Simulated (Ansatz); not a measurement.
A geometry relaxed with B3LYP-D3(BJ)/def2-SVP (Ansatz, a quantum-chemistry and plane-wave program), charge 0, multiplicity 1:

```xyz
13

H     -1.8793    -1.0236    -0.1394
C      1.3726    -0.2075     0.0346
C     -0.8660    -1.0453     0.2926
H     -1.5193     1.2339    -0.8763
H      0.1394     1.8546    -1.0677
C     -0.5057     1.2143    -0.4451
H     -0.5624     1.6784     0.5687
H      2.0160     0.4341    -0.5884
H     -0.9578    -0.8005     1.3780
H      1.7490    -1.2401    -0.0416
H      1.4980     0.1188     1.0949
N      0.0031    -0.1398    -0.4265
H     -0.4875    -2.0772     0.2161
```

### Question
Write the SMILES of this molecule.

### Answer
`CN(C)C`
